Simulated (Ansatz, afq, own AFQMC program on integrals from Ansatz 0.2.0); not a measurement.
# Where AFQMC and coupled cluster stand for BNH3, doublet

```xyz
5

B     0.0000    0.0246    0.7072
N     0.0000   -0.0432   -0.6198
H     0.0000    1.1152    1.2324
H     0.0000   -0.9691    1.3860
H     0.0000    0.1907   -1.5912
```

Connectivity, by distances: BH2–NH.

Basis cc-pVDZ. Noble-gas cores (and the filled d shells of Ga–Kr and In–Xe) are frozen. AFQMC by an in-house program on the Cholesky factors that Ansatz 0.2.0 writes for its CCSD(T) run. The CISD trial takes its coefficients from CCSD amplitudes. Released means that phaseless walkers are propagated on without the constraint, phases kept. Free AFQMC starts from the CCSD state and is never constrained. Its projection time is finite, and what remains of the start isn't in its error. ± is one standard error of the sampling.

Determinant: UHF, the one that the program's search chose, which needn't be the lowest solution. The geometry is a PBE0/def2-TZVP stationary point of this or a neighbouring charge and spin state.

No full CI on the walks' own integrals is used here. The released AFQMC energy serves as the reference, which it does only where one determinant dominates, the energy is flat over the last release times and near the phaseless one (40 meV or 2 meV an electron, half that with transition metals). On small molecules, where full CI could be run and the noise was under 10 meV, such values lay within 10 meV of it in 19 cases of 20, a flattering rate, since the rule was set on those same cases; what remains of the bias isn't in the error bar.

Cautions: the released value is read at 2.40 1/Eh with a noise of 20 meV, more than in the cases checked (meV from the phaseless value at times in 1/Eh: -6 ± 10 at 0.24, -22 ± 11 at 0.51, -29 ± 13 at 0.99, -15 ± 13 at 1.62, -23 ± 20 at 2.40).

```
T1 diagnostic                               : 0.0298
weight of the determinant in the CISD state : 0.882
⟨S²⟩ of the determinant                     : 0.775
size of the correlated space                : 11 electrons in 41 orbitals
```

| level | correlation energy (eV) |
| --- | --- |
| MP2 | -6.1391 |
| CCSD | -7.0622 |
| CCSD(T) | -7.2551 |

Q: Estimate where phaseless AFQMC with the Hartree–Fock trial lies against CCSD(T) on the same integrals.

A: 15.4 ± 4.8 kJ/mol below CCSD(T).

Reference: AFQMC with the constraint released, correlation energy -7.302 ± 0.020 eV.

```csv
level,E − E(reference) (kJ/mol),share of correlation (%)
CCSD(T),4.6 ± 2.0,99.35
ph-AFQMC/HF,-10.9 ± 5.1,101.54
ph-AFQMC/CISD,2.2 ± 2.2,99.69
free AFQMC,1.2 ± 2.5,99.82
```

Free projections are given only where their last times agree within the noise and don't stop above the reference; a slow remainder of the start can still hide under it. A walk keeps the symmetry of its determinant, which the program's search chose and which needn't be the lowest solution, so a lower state of the same spin and another symmetry isn't excluded. Released energies are given only where the last usable release times agree within the noise; a slower fall can still hide under it.
